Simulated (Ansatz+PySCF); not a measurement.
Two shapes of doublet CH4N.

Shape 1:

```xyz
6

C     0.0000    0.0244   -0.3710
N     0.0000    0.5939    0.9484
H     0.0000   -0.1866    1.6142
H     0.0000    0.8089   -1.1282
H     0.8774   -0.6203   -0.5317
H    -0.8774   -0.6203   -0.5317
```

Shape 2:

```xyz
6

C     0.0000    0.0205   -0.3720
N     0.0000    0.5900    0.9474
H     0.0000   -0.1905    1.6132
H     0.0000    0.8050   -1.1292
H     0.8615   -0.6125   -0.5298
H    -0.8615   -0.6125   -0.5298
```

Basis set: cc-pVTZ (spherical functions). Frozen core: 2 orbitals. Correlation on ROHF uses semicanonical orbitals with singles. Charge 0, multiplicity 2.

Computed with Ansatz (development build ahead of 0.2.0); each method stands on the lowest determinant of its kind that the runs found.

(1) Which shape is lower in energy, and by how much in each method?

Answers

(1)

```json
{"method": "ROHF", "E(2) − E(1) (eV)": "-0.004"}
{"method": "UHF", "E(2) − E(1) (eV)": "-0.003"}
{"method": "ROHF-MP2", "E(2) − E(1) (eV)": "0.006"}
{"method": "UHF-MP2", "E(2) − E(1) (eV)": "0.006"}
{"method": "ROHF-CCSD(T)", "E(2) − E(1) (eV)": "0.011"}
```

Shape 1 is lower, bar methods that put the two within 0.005 eV.
